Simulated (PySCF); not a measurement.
Cartesian coordinates in Å; atom numbers follow the order of the lines, from 1:
```xyz
11

N    -1.934    0.680    1.220
C    -0.959    0.680    0.415
C    -0.051   -0.511    0.320
O     1.319   -0.116    0.338
C     1.877    0.181   -0.835
O     1.326    0.166   -1.897
H    -2.470    1.549    1.135
H    -0.716    1.510   -0.277
H    -0.211   -1.163    1.187
H    -0.262   -1.059   -0.613
H     2.943    0.443   -0.672
```

Geometry: PBE0-D3(BJ)/def2-SVP; GIAO shifts from PySCF 2.14.0 with density-fitted response routines, gas phase, non-relativistic, averaged over equivalent atoms.

At PBE0/pcSseg-1 (127 basis functions, 11 s wall time on 1 thread of an Arm Neoverse V1, shared host):
| atoms | δ (ppm) |
| --- | --- |
| N1 | 367.3 |
| C2 | 176.6 |
| C5 | 165.1 |
| C3 | 68.6 |
| O6 | 446.8 |
| O4 | 209.9 |
| H7 | 10.47 |
| H8 | 8.09 |
| H11 | 7.95 |
| H9/H10 | 4.78 |

References, each an isolated molecule treated in the same way: $^{15}$N (σ = 265.67 ppm) vs NH3; TMS for $^{13}$C (σ = 184.41 ppm), $^{1}$H (σ = 31.27 ppm); $^{17}$O (σ = 334.56 ppm) vs H2O.

**Question.** Estimate the result of repeating the calculation with KT3/pcSseg-2.

**Answer.** 
| atoms | δ at KT3/pcSseg-2 | change |
| --- | --- | --- |
| N1 | 330.3 | -37.0 |
| C2 | 169.2 | -7.4 |
| C5 | 155.7 | -9.4 |
| C3 | 69.2 | +0.6 |
| O6 | 399.5 | -47.3 |
| O4 | 210.5 | +0.6 |
| H7 | 9.68 | -0.79 |
| H8 | 8.32 | +0.23 |
| H11 | 8.20 | +0.25 |
| H9/H10 | 4.80 | +0.02 |

Shifts are taken against calculated references (same method and geometry level): $^{15}$N (σ = 258.71 ppm) against NH3; TMS for $^{13}$C (σ = 181.31 ppm), $^{1}$H (σ = 31.35 ppm); H2O for $^{17}$O (σ = 323.80 ppm).

The largest change is at O6 (ester carbonyl oxygen). Cost: 286 basis functions, 48 s wall time on 1 thread of an Arm Neoverse V1, shared host. The order of the carbon signals is the same at both levels.

Unscaled 17O shifts of doubly bonded oxygen tend to come out too high, by tens of ppm or more. Experimental scales use liquid or dissolved standards, which lie at an offset from isolated NH3 (liquid NH3: subtract about 20 ppm) and H2O (liquid H2O: subtract about 36 ppm). Unscaled 15N shifts of sp2 nitrogen come out 20 to 40 ppm too high even then.
